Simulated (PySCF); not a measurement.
**BN: from constants to spectrum**

UHF-CCSD(T) constants of BN, ³Π (triplet), unpaired electrons σ ↑, π ↑ (B cc-pVTZ, N cc-pVTZ; no relativity (PySCF 2.14); masses 11.0093 and 14.0031 u):

| Property | Result |
| --- | --- |
| ωe | 1527.9 cm⁻¹ |
| ωexe | 10.1 cm⁻¹ |
| Be | 1.5359 cm⁻¹ |
| αe | 0.0139 cm⁻¹ |
| D (centrifugal) | 6.21e-06 cm⁻¹ |
| De to B + N | 4.19 eV |

Give the vibrational terms G(v) and spacings up to v = 3.

G(v) = ωe(v+½) − ωexe(v+½)².

| v | G(v) (cm⁻¹) | G(v) − G(v−1) | Bv (cm⁻¹) |
| --- | --- | --- | --- |
| 0 | 761 |  | 1.529 |
| 1 | 2269 | 1508 | 1.515 |
| 2 | 3757 | 1487 | 1.501 |
| 3 | 5224 | 1467 | 1.487 |

How well does the Morse estimate ωe²/(4ωexe) reproduce De, and what is D0?

It gives 7.16 eV, 171 % of the computed De. D0 = De − G(0) = 4.19 − 0.09 = 4.10 eV.

Correlated steps freeze 2 core orbitals. The CCSD T1 diagnostic is raised, a sign that a single reference may not be enough here. The state was picked by a PBE0 search and need not be the measured ground state.
